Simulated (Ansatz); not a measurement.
# singlet SiF(+): levels of theory in one basis

```xyz
2

Si    0.0000    0.0000   -0.8469
F     0.0000    0.0000    0.8469
```

Basis set: def2-SVP (spherical functions). Correlated methods keep 6 orbitals frozen. Charge 1, multiplicity 1.

Computed with Ansatz (development build ahead of 0.2.0); each method stands on the lowest determinant of its kind that the runs found.

```json
{"method": "RHF", "E − E(RHF) (eV)": "0.00", "<S²> of the determinant": "0.00"}
{"method": "RHF-CCSD(T)", "E − E(RHF) (eV)": "-7.39", "<S²> of the determinant": "–"}
```

Q: What does RHF-MP2 give on the same scale?

A: -6.86 eV.

Q: Is a single determinant a sound starting point here?

A: By this sign, yes. Unrestricted orbitals gain 0.00 eV and <S²> is 0.00 against 0.00 for a pure state.
